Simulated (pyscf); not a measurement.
`[OH][GaH][Cl]` → `[Cl][Ga]` [singlet] + `[OH2]`, a 1,1-elimination (singlet surface; Ga–O, Ga–H broken, H–O formed). Optimised with ωB97X-D3(BJ)/def2-SVP in PySCF. Correlated levels are frozen-core, on RHF or UHF. ΔMP2 is the change of the MP2 total energy from the triple- to the quadruple-zeta basis. Energies in eV from the reactant's lowest minimum found.

Small-basis levels: PySCF, no dispersion term, spherical d functions. AM1 to PM7: differences of heats of formation from MOPAC. GFN2-xTB: tblite. 

```
level                             barrier  reaction energy
--------------------------------  -------  ---------------
HF/6-31G*+LANL2DZ                    3.45            +0.66
PBE/6-31G*+LANL2DZ                      ?            +0.94
B3LYP/6-31G*+LANL2DZ                 2.63            +0.95
M06-2X/6-31G*+LANL2DZ                2.84            +1.02
B3LYP/def2-SVP                       2.32            +0.53
GFN2-xTB                                ?            +0.57
AM1                                  0.70            -2.18
CCSD(T)/def2-TZVPP + ΔMP2(QZVPP)        ?            +0.59
```

Fill in the missing entries.


- PBE/6-31G*+LANL2DZ, barrier: 2.29
- GFN2-xTB, barrier: 1.39
- CCSD(T)/def2-TZVPP + ΔMP2(QZVPP), barrier: 2.54

Against the last row the barrier runs from -1.85 (AM1) to +0.91 eV (HF/6-31G*+LANL2DZ). CCSD(T)/def2-TZVPP + ΔMP2(QZVPP) has limits of its own. On the product side the descent ends in a bound adduct (not fully relaxed), 0.44 eV under the separated species and 2.38 eV under the saddle at ωB97X-D3(BJ)/def2-TZVP. At ωB97X-D3(BJ) the barrier from the zero used here is 2.65 eV. One saddle was located; it need not be the lowest between these sides. The CCSD(T) − MP2 part came from Ansatz, without density fitting, on the same reference. The frozen core leaves the outer d or s,p core shells of the metals and heavy elements correlated in the MP2 and CC values, and def2-TZVPP describes them poorly, which can shift differences by a few kcal/mol. In the def2 sets elements up to Kr have no core potential.
